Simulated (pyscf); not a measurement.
`[OH][PH2]` → `[O]=[PH]` + `[H][H]`, gas phase, singlet surface. PySCF, gas phase, ωB97X-D3(BJ)/def2-SVP geometries. ΔG in kcal/mol from ωB97M-D3(BJ)/def2-TZVP energies (ideal gas, 1 atm, RRHO with modes under 100 cm⁻¹ raised to 100, one conformer, R ln 2 for chiral ones without a mode under 150 cm⁻¹).

```json
[
 {"T (K)": "298", "ΔG": "+20.7"},
 {"T (K)": "600", "ΔG": "+11.8"},
 {"T (K)": "900", "ΔG": "?"},
 {"T (K)": "1200", "ΔG": "-6.1"}
]
```

### Question
Fit a line to the three values, predict ΔG at 900 K, and estimate where the reaction turns favourable at 1 atm of each gas.

### Answer
Least squares gives ΔG = +29.6 − 29.7 × T/1000 K, so ΔS is about +124 J/(mol K) and ΔH about +29.6 kcal/mol over this range (ΔH at 298 K: +29.1). At 900 K the line gives +2.9; the computed value is +2.8. ΔG = 0 falls near 1000 K; 1 kcal/mol in the energy moves that by 34 K. This is thermodynamics alone and says nothing of the barrier.
